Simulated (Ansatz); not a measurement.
Process, species as SMILES: C[S] (CH3-S) → C[S-] (an electron is taken up)
B3LYP-D3(BJ)/def2-TZVP geometries, fixed; electronic energies without zero-point terms; positive where energy is released.
Largest species:
```
C
H 1 1.0894
H 1 1.0894 2 110.92
H 1 1.0953 2 107.93 3 118.03
S 1 1.7974 2 111.69 4 116.67
```
Charge 0, spin multiplicity 2.

Effect of the final integration grid (spheres per factor e of radius in core and valence, angular degree) at PBE0/cc-pV(T+d)Z with Ansatz (a quantum-chemistry and plane-wave program), against the last row, where the adiabatic electron affinity is 1.48 eV. Open shells are unrestricted. The default's grid is 13, 11, 36.

```json
[
 {"setting": "accuracy: medium (default)", "largest shift of a total energy (mEh)": "0.000", "shift of the adiabatic electron affinity (eV)": "0.000"},
 {"setting": "final_grid: 4, 3, 11", "largest shift of a total energy (mEh)": "3.462", "shift of the adiabatic electron affinity (eV)": "0.011"},
 {"setting": "final_grid: 6, 5, 17", "largest shift of a total energy (mEh)": "-0.014", "shift of the adiabatic electron affinity (eV)": "0.000"},
 {"setting": "final_grid: 8, 7, 23", "largest shift of a total energy (mEh)": "0.003", "shift of the adiabatic electron affinity (eV)": "0.000"},
 {"setting": "final_grid: 10, 9, 29", "largest shift of a total energy (mEh)": "-0.001", "shift of the adiabatic electron affinity (eV)": "0.000"},
 {"setting": "final_grid: 18, 15, 47", "largest shift of a total energy (mEh)": "0.000", "shift of the adiabatic electron affinity (eV)": "0.000"},
 {"setting": "final_grid: 26, 22, 59", "largest shift of a total energy (mEh)": "0.000", "shift of the adiabatic electron affinity (eV)": "0.000"}
]
```

Within 0.005 eV in the adiabatic electron affinity: accuracy: medium (default); final_grid: 6, 5, 17; final_grid: 8, 7, 23; final_grid: 10, 9, 29; final_grid: 18, 15, 47. The largest shift is 3.462 mEh in a total energy and 0.011 eV in the difference.
